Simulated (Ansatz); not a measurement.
## BClH₂O, SMILES OBCl: the energy of protonation at one site, step by step

Program: Ansatz 0.2.0, Python API.

At the Python prompt:
```pycon
>>> import ansatz as az
>>> import numpy as np
>>> geometry_ang = [
...     ('O', (-0.8313, -0.6096, -0.4916)),
...     ('B', (0.3774, -0.0778, 0.0448)),
...     ('Cl', (1.0258, 1.5497, -0.5196)),
...     ('H', (-1.4984, -0.2043, 0.1085)),
...     ('H', (0.9764, -0.7317, 0.8165)),
... ]
>>> bclh2o = az.Crystal.molecule()
>>> for symbol, xyz in geometry_ang:
...     bclh2o = bclh2o.atom(symbol, xyz)
...
>>> base = (
...     bclh2o.calculation()
...     .basis(gaussian='def2-SVP')
...     .functional('HF')
... )
>>> symbols = [site.symbol for site in bclh2o.cartesian_sites]
>>> start = np.array([site.position_ang for site in bclh2o.cartesian_sites], dtype=float)
>>> summary = base.relax(force_tolerance=0.01, max_steps=100).run(threads=1, backend='cpu').report
>>> end = np.array(summary['positions_ang'])
>>> # put the proton on the side away from the neighbours, slightly off axis
>>> away = sum((end[0] - end[j]) / np.linalg.norm(end[0] - end[j]) for j in [1, 3]) + np.array([0.15, 0.1, -0.2])
>>> proton = end[0] + 1.0 * away / np.linalg.norm(away)
>>> acid = az.Crystal.molecule()
>>> for symbol, place in zip(symbols, end):
...     acid = acid.atom(symbol, place.tolist())
...
>>> acid = acid.atom('H', proton.tolist())
>>> protonated = (
...     acid.calculation()
...     .basis(gaussian='def2-SVP')
...     .functional('HF')
...     .charge(1)
...     .relax(force_tolerance=0.01, max_steps=80)
... )
>>> after = protonated.run(threads=1, backend='cpu').report
>>> xyz = np.array(after['positions_ang'])
>>> reach = np.linalg.norm(xyz[:-1] - xyz[-1], axis=1)
>>> print(f'base {summary["free_energy_ev"]:.5f} eV, protonated {after["free_energy_ev"]:.5f} eV')
base -15240.71309 eV, protonated -15248.13651 eV
>>> print(f'the proton ends {reach.min():.3f} A from {symbols[reach.argmin()]}{reach.argmin()}')
the proton ends 0.962 A from O0
>>> print(f'electronic proton affinity {23.060548 * (summary["free_energy_ev"] - after["free_energy_ev"]):.1f} kcal/mol')
electronic proton affinity 171.2 kcal/mol
```

What to keep in mind:
- Total energies depend on the basis set; only differences at equal settings carry meaning.
- The proton is put on one chosen atom, which needn't be the most basic site, so the molecule's proton affinity can be higher; the ends are stationary points, not checked by frequencies, and zero-point and thermal terms count only where printed.
- Hartree-Fock leaves correlation out, so bond, atomisation and ionisation energies come out well too low.
- Finished in 14 s on 1 thread of Arm Neoverse V1, with other jobs on the host, peak memory 0.19 GiB.
